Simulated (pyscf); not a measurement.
Concerted two-bond exchange: H₃Si–PH–SiH₃ → H₃Si–SiH₂–PH₂

Gas phase, singlet surface, charge 0. Bonds broken: Si1–P2, Si3–H8. Bonds formed: Si1–Si3, P2–H8. PySCF, gas phase, ωB97X-D3(BJ)/def2-SVP geometries. MP2 and CC: frozen core, UHF for open shells. ΔMP2 is the change of the MP2 total energy from the triple- to the quadruple-zeta basis.

Transition state (Å):

```xyz
10

Si    -0.9621     1.1938     0.4305
P     -0.2873    -0.8071    -1.1325
Si     0.0199    -0.8802     1.2083
H     -2.4309     1.1573     0.2114
H     -0.1639     1.9003    -0.6026
H     -0.7699     1.9449     1.7230
H     -0.7634    -2.1327    -1.4002
H     -0.6245    -2.0510     0.4959
H      1.3971    -1.0762     1.7194
H     -0.9716    -0.8234     2.3300
```

One imaginary mode, 777i cm⁻¹; descent along it reached the two sides named.

```
bond     change  reactant side (Å)  saddle  product side
-------  ------  -----------------  ------  ------------
Si1–P2   breaks              2.249     2.6           3.7
Si3–H8   breaks              1.490   1.514           2.7
Si1–Si3   forms                3.3   2.423         2.333
P2–H8     forms                3.1   2.077         1.425
```

Electronic energies relative to the reactant's lowest minimum found (kcal/mol):

| level | barrier | reaction energy | reverse barrier |
|---|---|---|---|
| ωB97X-D3(BJ)/def2-TZVP | 82.0 | +5.6 | 76.4 |
| PBE/def2-TZVP | 70.5 | +3.7 | 66.7 |
| r²SCAN/def2-TZVP | 75.8 | +5.0 | 70.8 |
| B3LYP-D3(BJ)/def2-TZVP | 78.5 | +4.8 | 73.7 |
| PBE0-D3(BJ)/def2-TZVP | 76.4 | +4.5 | 71.9 |
| M06-2X/def2-TZVP | 78.3 | +5.6 | 72.7 |
| ωB97M-D3(BJ)/def2-TZVP | 79.8 | +5.7 | 74.1 |
| HF/def2-TZVP | 96.8 | +5.5 | 91.3 |
| MP2/def2-QZVPP | 82.3 | +6.9 | 75.4 |
| CCSD/def2-TZVPP | 83.5 | +4.9 | 78.6 |
| CCSD(T)/def2-TZVPP | 80.4 | +5.1 | 75.3 |
| CCSD(T)/def2-TZVPP + ΔMP2(QZVPP) | 80.0 | +5.3 | 74.8 |

With CCSD(T)/def2-TZVPP + ΔMP2(QZVPP) energies and thermal terms (ideal gas, 1 atm, RRHO with modes under 100 cm⁻¹ raised to 100, one conformer, R ln 2 for chiral ones without a mode under 150 cm⁻¹), in kcal/mol:

```tsv
T (K)	ΔH‡	ΔG‡	ΔH	ΔG
298	78.4	78.8	+5.1	+4.7
600	78.1	79.3	+5.3	+4.2
900	77.7	79.9	+5.3	+3.7
1200	77.2	80.7	+5.3	+3.2
```

This is the saddle that the search found; another between the same sides may lie lower. The CCSD(T) − MP2 part came from Ansatz, without density fitting, on the same reference.
